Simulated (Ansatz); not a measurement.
Isomers of C3H7FO, relaxed with PBE0-D4/def2-TZVP in Ansatz; electronic energies, one conformer each and not always the lowest. Functionals use def2-TZVPP; CBS adds triple-zeta CCSD(T) − MP2 to the MP2 limit of def2-TZVPP and def2-QZVPP.

Task: Order them by energy at frozen-core CCSD(T)/CBS, lowest first. (An estimate is asked.)
A. `CC(C)(O)F`
B. `COC(C)F`
C. `CC(O)CF`

Result: A (0.0 kJ/mol), C (54.5 kJ/mol), B (64.6 kJ/mol).

Task: How do B3LYP, MP2/CBS(def2), B2PLYP, ωB97M-V place them (kJ/mol, against `CC(C)(O)F`)? (An estimate is asked.)

Result: Computed: 
```json
{"isomer": "`CC(O)CF`", "B3LYP": "51.9", "MP2/CBS(def2)": "55.9", "B2PLYP": "53.7", "ωB97M-V": "56.9"}
{"isomer": "`COC(C)F`", "B3LYP": "52.8", "MP2/CBS(def2)": "68.7", "B2PLYP": "57.3", "ωB97M-V": "62.7"}
```

B3LYP here is the variant with VWN-RPA as its local correlation; programs differ in this.
